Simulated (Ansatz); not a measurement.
**C₄H₆F₂: up Jacob's ladder to CCSD(T)**

One table from this session's results is given with a row withheld; the runs are named, their logs left out.

Method: functionals in def2-TZVPP, the program's frozen cores in correlated methods; program: Ansatz 0.2.0, Gaussian basis.

Plan: LDA (SPW92), PBE-D4, revPBE-D4, BLYP-D4, r2SCAN-D4, B97M-V, PBE0-D4, B3LYP-D4, r2SCANh-D4, r2SCAN0-D4, HSE06-D4, BHLYP-D4, CAM-B3LYP-D4, LC-ωPBE, ωB97X-V, ωB97M-V, B2PLYP, PBE-QIDH; CCSD(T)/def2-SVP; CCSD(T)/def2-TZVPP; MP2/def2-QZVPP; extrapolation to the limit; RPA on PBE.

## The geometry

All runs share one geometry, relaxed beforehand with PBE0-D4 in a triple-zeta def2 set.

SMILES `C/C(=C/F)CF`, 12 atoms, charge 0, spin multiplicity 1.

Atoms are counted from 1 here; the program's logs count them from 0.

Bond lengths: C1–C2 1.493 Å, C1–H7 1.095 Å, C1–H8 1.092 Å, C1–H9 1.091 Å, C2–C3 1.324 Å, C2–C5 1.491 Å, C3–F4 1.339 Å, C3–H10 1.084 Å, C5–F6 1.389 Å, C5–H11 1.096 Å, C5–H12 1.090 Å. Angles: C2–C1–H7 110.8°, C2–C1–H8 110.5°, C2–C1–H9 111.6°, H7–C1–H8 107.1°, H7–C1–H9 108.3°, H8–C1–H9 108.4°, C1–C2–C3 120.8°, C1–C2–C5 117.6°, C3–C2–C5 121.5°, C2–C3–F4 122.9°, C2–C3–H10 125.0°, F4–C3–H10 112.2°, C2–C5–F6 110.0°, C2–C5–H11 110.6°, C2–C5–H12 111.8°, F6–C5–H11 106.8°, F6–C5–H12 108.1°, H11–C5–H12 109.3°.

The first run:

Input file in.yaml:

```yaml
crystal:
  periodic: [false, false, false]
  atoms:
    - {symbol: C, position_ang: [-0.268701, -1.258201, 0.602468]}
    - {symbol: C, position_ang: [0.123964, -0.030198, -0.150634]}
    - {symbol: C, position_ang: [0.992275, -0.094663, -1.147858]}
    - {symbol: F, position_ang: [1.376378, 0.980505, -1.848370]}
    - {symbol: C, position_ang: [-0.505051, 1.259454, 0.253317]}
    - {symbol: F, position_ang: [-0.288223, 1.490558, 1.605718]}
    - {symbol: H, position_ang: [-1.346154, -1.434692, 0.523376]}
    - {symbol: H, position_ang: [-0.037958, -1.145901, 1.664398]}
    - {symbol: H, position_ang: [0.250586, -2.141902, 0.228975]}
    - {symbol: H, position_ang: [1.466491, -1.003473, -1.500968]}
    - {symbol: H, position_ang: [-1.590655, 1.220634, 0.107818]}
    - {symbol: H, position_ang: [-0.095852, 2.102580, -0.304040]}
basis:
  gaussian: {orbitals: def2-TZVPP}
hamiltonian: {xc: lda}
output: {orbitals: {seedname: orbitals}}
```

The run is started by

```
$ ansatz run in.yaml --threads 4 --pin off --events-out ev --progress --plain --max-ram 10444MiB
```

Steps of the session up to this table: LDA; PBE-D4 (GGA); revPBE-D4 (GGA); BLYP-D4 (GGA); r2SCAN-D4 (meta-GGA); B97M-V (meta-GGA); PBE0-D4 (hybrid); B3LYP-D4 (hybrid); r2SCANh-D4 (hybrid); r2SCAN0-D4 (hybrid); HSE06-D4 (hybrid); BHLYP-D4 (hybrid); CAM-B3LYP-D4 (range-separated); LC-ωPBE (range-separated); ωB97X-V (range-separated); ωB97M-V (range-separated); B2PLYP (double hybrid); PBE-QIDH (double hybrid).

One of the session's tables, all rows but one given; the rest of the session is left out.

It belongs to the step «Frontier levels by functional». 

| functional | HOMO (eV) | gap (eV) |
| --- | --- | --- |
| LDA (SPW92) | ? | ? |
| PBE-D4 | -6.20 | 5.22 |
| revPBE-D4 | -6.12 | 5.25 |
| BLYP-D4 | -6.08 | 5.21 |
| r2SCAN-D4 | -6.41 | 5.68 |
| B97M-V | -6.47 | 5.79 |
| PBE0-D4 | -7.43 | 7.48 |
| B3LYP-D4 | -7.23 | 7.01 |
| r2SCANh-D4 | -6.88 | 6.52 |
| r2SCAN0-D4 | -7.57 | 7.77 |
| HSE06-D4 | -7.02 | 6.70 |
| BHLYP-D4 | -8.54 | 9.69 |
| CAM-B3LYP-D4 | -8.80 | 9.96 |
| LC-ωPBE | -10.13 | 12.52 |
| ωB97X-V | -9.76 | 12.07 |
| ωB97M-V | -9.67 | 11.82 |

Q: Estimate the row for LDA (SPW92) from the others.

**Answer.** HOMO (eV): -6.37; gap (eV): 5.15. In the column «HOMO (eV)» it lies between r2SCAN-D4 (-6.41) and PBE-D4 (-6.20).
